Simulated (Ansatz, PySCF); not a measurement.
Species: NO2, net charge 0, doublet state. It need not be the lowest isomer of its formula. SMILES: [O]N=O
Geometry: optimised at B3LYP-D3(BJ)/def2-TZVP (Ansatz, a quantum-chemistry and plane-wave program).

Property: vertical ionisation energy (to the singlet state of charge +1; each state is the SCF solution reached for its spin; for the singlet the Hartree-Fock reference is unstable and T1 is 0.027), in eV. Valence correlation only, unless marked. Open shells are spin-unrestricted. No spin-orbit coupling. No relativistic terms. Basis-set limits of correlation are two-point, X^-3; Hartree-Fock from the larger set. [CCSD(T)-MP2]/basis is that difference in the basis named.

RI-MP2/CBS(aug-cc-pVTZ,aug-cc-pVQZ)+[CCSD(T)-MP2]/aug-cc-pVTZ (Ansatz) gives 11.17 eV.

### Question
Another calculation gave 11.64 eV. Which level was it?
(A) PBE0/def2-TZVPD (Ansatz)
(B) B2PLYP/def2-TZVPD (Ansatz)
(C) r2SCAN/def2-TZVPD (Ansatz)
(D) M06-2X/def2-TZVPD (PySCF)

### Answer
A, PBE0/def2-TZVPD (Ansatz). The others give 11.82 (M06-2X), 11.41 (r2SCAN), 11.10 (B2PLYP) eV.
